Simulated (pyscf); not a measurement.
H₃Si–PH₂ (SMILES [SiH3]P) + H₂O (SMILES O) → HO–PH–SiH₃ (SMILES OP[SiH3]) + H₂ (SMILES [H][H]), a four-centre exchange (singlet surface; H–P, H–O broken, O–P, H–H formed). PySCF, gas phase, ωB97X-D3(BJ)/def2-SVP geometries. Energies in kcal/mol from the separated reactants.

Small-basis levels: PySCF, no dispersion term, spherical d functions. AM1 to PM7: differences of heats of formation from MOPAC, which are fitted to 298 K values and so differ in kind from electronic energies by zero-point and thermal terms. GFN2-xTB: tblite. Cost: rough CPU time at the saddle relative to B3LYP/6-31G*, from one job on a shared machine.

```
level                   barrier  reaction energy        cost
----------------------  -------  ---------------  ----------
HF/3-21G                   88.1            +11.0        0.05
B3LYP/3-21G                56.1             +5.2         0.8
B3LYP/LANL2DZ              73.7            +17.7         0.7
B3LYP/6-31G*               70.3             +8.3           1
M06-2X/6-31G*              72.0             +8.1           2
PBE/def2-SVP                [?]            +11.7           2
B3LYP/def2-SVP             68.0            +12.3           1
GFN2-xTB                    [?]             -6.1  under 0.02
AM1                        85.5             -4.7  under 0.02
ωB97M-D3(BJ)/def2-TZVP      [?]            +10.9           –
```

What belongs in the gaps?


- PBE/def2-SVP, barrier: 57.5
- GFN2-xTB, barrier: 53.3
- ωB97M-D3(BJ)/def2-TZVP, barrier: 71.3

Against the last row the barrier runs from -18.0 (GFN2-xTB) to +16.8 kcal/mol (HF/3-21G). ωB97M-D3(BJ)/def2-TZVP has limits of its own. The same reactants have a lower exit, to HO–SiH₂–PH₂ + H₂ (barrier +34.2 kcal/mol at ωB97M-D3(BJ)/def2-TZVP, against +71.3 kcal/mol here). HO–PH–SiH₃ lies 27.2 kcal/mol over its isomer HO–SiH₂–PH₂ (electronic energy, ωB97M-D3(BJ)/def2-TZVP). One saddle was located; it need not be the lowest between these sides.
